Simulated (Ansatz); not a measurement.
Stepwise reaction of `F[Si]F` with hydrogen chloride, as a gas-phase model of exchange steps in deposition or etching. ΔE in kJ/mol; ΔG adds harmonic PBE0-D4 terms to CCSD(T)/CBS, at 1 bar.

Isolated molecules relaxed with PBE0-D4/def2-TZVP in Ansatz; ΔE leaves out vibrations. CCSD(T)/CBS adds triple-zeta CCSD(T) − MP2 to the extrapolated MP2 energy (def2 sets, frozen cores). This one scheme is used for every species. DFT in def2-TZVPP. B3LYP here is the variant with VWN-RPA as its local correlation; programs differ in this.

| step | reaction | PBE-D4 | B3LYP-D4 | ωB97M-V | CCSD(T)/CBS | ΔG(600 K) |
| --- | --- | --- | --- | --- | --- | --- |
| 1 | `F[Si]F` + HCl → `F[Si]Cl` + H–F | 40.6 | 50.0 | 51.7 | 48.6 | 50.1 |
| 2 | `F[Si]Cl` + HCl → `Cl[Si]Cl` + H–F | 34.7 | 44.1 | 46.2 | 40.9 | 49.7 |

(1) By hand: ΔE of the 2 steps together at CCSD(T)/CBS.

## Answers

(1) (48.6) + (40.9) = 89.5 kJ/mol, or 44.8 kJ/mol a step.

In ΔE each step is lower than the one before. All are uphill at CCSD(T)/CBS. ΔG lies between 49.7 and 50.1 kJ/mol a step. PBE-D4 differs from CCSD(T)/CBS by -8.0 to -6.2 kJ/mol a step. Isolated molecules leave out the surface, adducts and barriers. Largest T1 diagnostic: 0.015.
